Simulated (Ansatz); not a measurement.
Mulliken charges of C2H4FNO, SMILES `C/N=C(/O)F` from PBE/def2-TZVPP in Ansatz (PBE0-D4/def2-TZVP geometry).

```tsv
atom	x (Å)	y (Å)	z (Å)	charge (e)
C1	1.128	0.410	0.603	-0.153
N2	0.237	-0.519	-0.045	-0.240
C3	-0.887	-0.160	-0.438	0.255
O4	-1.776	-0.939	-1.043	-0.214
F5	-1.407	1.058	-0.326	-0.146
H6	2.062	0.464	0.037	0.098
H7	1.378	0.031	1.597	0.098
H8	0.722	1.420	0.705	0.078
H9	-1.369	-1.812	-1.107	0.223
```

**Question.** By hand: the dipole of these point charges (1 e Å = 4.8032 D).

**Answer.** Σ q r = (0.218, -0.177, 0.046) e Å, of length 0.285 e Å = 1.37 D.

**Question.** How does the dipole of the full density compare? (An estimate is asked.)

**Answer.** The calculation gave: (0.126, -0.127, 0.020) e Å, 0.86 D; the point charges give 1.59 times that, at 7° from its direction.

Point charges leave out the atoms' own dipoles, such as those of lone pairs, and Mulliken's split depends on the basis, so the two needn't agree.
